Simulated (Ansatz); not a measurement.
`[NH2][AlH][NH2]` + HCl → `[NH2][AlH][Cl]` + NH₃ at 298.15 K and 1 bar (ligand exchange at the Al–N bond).

Program: Ansatz. Geometries: PBE0-D4/def2-TZVP. ΔE: electronic, gas phase. CCSD(T)/CBS adds triple-zeta CCSD(T) − MP2 to the extrapolated MP2 energy (def2 sets, frozen cores). This one scheme is used for every species. One conformer a species, not always the lowest.

| species | CCSD(T)/CBS energy (Eh) | H − E (kJ/mol) | S (J/(mol·K)) |
| --- | --- | --- | --- |
| `[NH2][AlH][NH2]` | -354.50518 | 169.2 | 291.4 |
| HCl | -460.38127 | 26.6 | 186.8 |
| `[NH2][AlH][Cl]` | -758.40905 | 104.9 | 293.9 |
| NH₃ | -56.50880 | 100.5 | 192.4 |

H − E and S are ideal-gas, rigid-rotor, harmonic terms from PBE0-D4/def2-TZVP, for one conformer and one mirror image of each species. 1 Eh = 2625.50 kJ/mol, R = 8.31446 J/(mol·K).

By hand: ΔE, ΔH, ΔS and ΔG.

ΔE = (-758.40905) + (-56.50880) − (-354.50518) − (-460.38127) = -0.03140 Eh = -82.4 kJ/mol. Δ(H − E) = 104.9 + 100.5 − 169.2 − 26.6 = 9.6, so ΔH = -72.8 kJ/mol. ΔS = 293.9 + 192.4 − 291.4 − 186.8 = 8.1 J/(mol·K). ΔG = -72.8 − 298.15 × (8.1)/1000 = -75.2 kJ/mol.

By hand: the equilibrium constant, and the temperature at which ΔG would vanish if ΔH and ΔS stayed fixed.

log₁₀ K = −ΔG/(RT ln 10) = 13.2. ΔH and −TΔS have one sign here, so there is no such temperature.

The number of gas molecules stays the same, so ΔS is small and ΔH decides. A doubt of 5 kJ/mol in ΔE shifts log₁₀ K by 0.9 here. Other conformers and mirror images would add mixing entropy, several J/(mol·K) or more a flexible species. These are equilibria of isolated gas molecules and say nothing of rates. Largest T1 diagnostic: 0.010 (customary marks: 0.02 for closed shells, 0.045 for open ones).

ΔS is within the doubt of such terms, so its sign, and with it that verdict, could turn.
